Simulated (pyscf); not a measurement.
A first-order saddle from PySCF, ωB97X-D3(BJ)/def2-SVP:

```xyz
9

Si     1.4005    -0.4322     0.0749
H      1.8514     0.0596    -1.2710
H      2.4430     0.0616     1.0370
C     -0.9588    -0.3152     1.2301
O     -0.0247     0.6186     0.4355
H      0.2728    -1.4360     0.5924
H     -0.8639     0.0096     2.2821
H     -1.9696    -0.0784     0.8559
H     -0.0006     1.5578     0.6659
```

Surface: singlet, charge 0. Lowest wavenumbers (cm⁻¹): 1079i, 115, 300, 389, 521.

Problem. What reaction is this the transition state of?

Solution. SiH₂ (SMILES [SiH2]) [singlet] + H₃C–OH (SMILES CO) ⇌ HO–CH₂–SiH₃ (SMILES OC[SiH3]), an insertion read from left to right: C–H broken and C–Si, H–Si formed. At CCSD(T)/def2-TZVPP + ΔMP2(QZVPP) it lies +117.1 kJ/mol from the left side and +332.0 kJ/mol from the right (each side as separated species at their lowest minima found). On the reactant side the descent ends in an adduct with a O–Si contact, 99.1 kJ/mol under the separated species and 205.4 kJ/mol under the saddle at ωB97X-D3(BJ)/def2-TZVP. At ωB97X-D3(BJ) the barrier from the zero used here is 106.3 kJ/mol. The same reactants have a lower exit, to H₃C–O–SiH₃ (barrier +9.7 kJ/mol at ωB97M-D3(BJ), against +116.1 kJ/mol here). HO–CH₂–SiH₃ lies 204.6 kJ/mol over its isomer H₃C–SiH₂–OH (electronic energy, ωB97M-D3(BJ)). This is the saddle that the search found; another between the same sides may lie lower. The CCSD(T) − MP2 part came from Ansatz, without density fitting, on the same reference.
